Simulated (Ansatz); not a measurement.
Molecule: C₂H₄Cl, net charge 0, doublet state. It need not be the lowest isomer of its formula. 
Geometry from a B3LYP-D3(BJ)/def2-TZVP (Ansatz, an electronic-structure program) optimisation:
```xyz
7

C      0.1737     0.8729    -0.0003
C      1.5889     0.5374    -0.0162
Cl    -0.8506    -0.6988     0.0079
H     -0.1451     1.3931     0.8974
H     -0.1643     1.3962    -0.8891
H      2.1065     0.3124     0.9055
H      2.0865     0.3157    -0.9496
```
Charge 0, spin multiplicity 2.

Parts of the frozen-core correlation energy in 6-31G (Ansatz, hartree). Frozen orbitals: 7; correlated occupied orbitals by spin: 10 and 9; virtual: 22 and 23. Open shells are spin-unrestricted. Spin-orbit coupling is left out. Non-relativistic.

| term | value |
|---|---|
| reference (HF) | -537.45178 |
| MP2 opposite-spin | -0.15903 |
| MP2 same-spin | -0.04319 |
| CCSD correlation | -0.23584 |
| (T) | -0.00499 |
| T1 diagnostic | 0.012 |
| largest doubles amplitude | 0.050 |
| <S^2> of the reference | 0.773 |
